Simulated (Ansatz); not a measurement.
**MgH3+ (quintet): the correlation ladder, def2-TZVPP**

An exercise on one series of results from a longer session: the logs are not shown, and one member is left open.

Computed with Ansatz 0.2.0, Gaussian basis. Level: def2-TZVPP, core rule «outside noble gas», up to 5 orbitals frozen.

Plan: UHF; ROHF; CCSD(T) on UHF.

2 further runs of the same task are left out: 2 set aside as unsound or not needed.

## The system

The geometry is a PBE0/def2-TZVP stationary point (not a proven minimum) of the parent state, kept for this charge and spin.

4 atoms, charge 1, spin multiplicity 5.

Atoms are counted from 1 here; the program's logs count them from 0.

Bond lengths: Mg1–H2 1.879 Å, Mg1–H3 1.879 Å, Mg1–H4 1.879 Å. Angles: H2–Mg1–H3 120.0°, H2–Mg1–H4 120.0°, H3–Mg1–H4 120.0°.

The first run:

The input, in.yaml:

```yaml
crystal:
  periodic: [false, false, false]
  atoms:
    - {symbol: Mg, position_ang: [0.000000, 0.000000, 0.000000]}
    - {symbol: H, position_ang: [1.878525, 0.015918, 0.006100]}
    - {symbol: H, position_ang: [-0.953042, 1.618899, -0.004800]}
    - {symbol: H, position_ang: [-0.925483, -1.634817, -0.001300]}
basis:
  gaussian: {orbitals: def2-TZVPP}
total_charge: 1
magnetization: {spin_polarized: true, initial_magnetization: 4}
hamiltonian: {xc: hf}
output: {orbitals: {seedname: orbitals}}
```

Started as:

```bash
> ansatz run in.yaml --threads 1 --pin off --events-out ev --progress --plain --max-ram 4096MiB --backend cpu
```

Among the steps run: UHF; ROHF; CCSD(T) on UHF.

One of the session's tables, all rows but one given; the rest of the session is left out.

```
  method  from UCCSD(T) (kcal/mol)
    ROHF                         ?
     UHF                     +4.84
    UMP2                     +1.91
   UCCSD                     +0.02
UCCSD(T)                         0
```

Estimate the missing values for ROHF.

As computed: from UCCSD(T) (kcal/mol): +4.87. In the column «from UCCSD(T) (kcal/mol)» it is the highest.

The program flags UCCSD(T) as in doubt (see the logs), so the zero of the table is itself unsure.

To keep in mind: The report flags that the cluster equations may have other roots. The program flags UCCSD(T) as in doubt, so the zero of the table is itself unsure. Warnings: coupled cluster took another determinant than the lowest.
